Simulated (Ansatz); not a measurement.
hcp Tc, treated with revPBE (plane waves, PAW; Ansatz, a quantum-chemistry and plane-wave program).

Numerical settings: plane-wave cutoff 520 eV, 24×24×12 k mesh (along the axes of the cell as run), Fermi–Dirac smearing 0.05 eV, no spin polarisation, scalar-relativistic PAW data made under PBE.

Results at a series of volumes:

```
V (Å³/atom)  E − E_lowest (meV/atom)  P (GPa)
-----------  -----------------------  -------
13.992                         22.76    12.98
14.283                          5.48     6.13
14.575                          0.00     0.00
14.866                          5.08    -5.49
15.158                         19.61   -10.40
```

**Question.** Estimate the bulk modulus and its pressure derivative from these points.

**Answer.** V0 = 14.575 Å³/atom, B0 = 290 GPa, B′ = 4.5 (fit to the energies at full precision).

Shape and atoms are relaxed at each volume.

Measured, for comparison: bulk modulus 303 GPa (zero-point energy and finite temperature contributions removed; as tabulated in doi:10.1021/acs.jctc.3c00612). Computed (rounded) less measured: bulk modulus -4 %.

Note: the bulk modulus comes from volumes at which shape and atoms were relaxed.
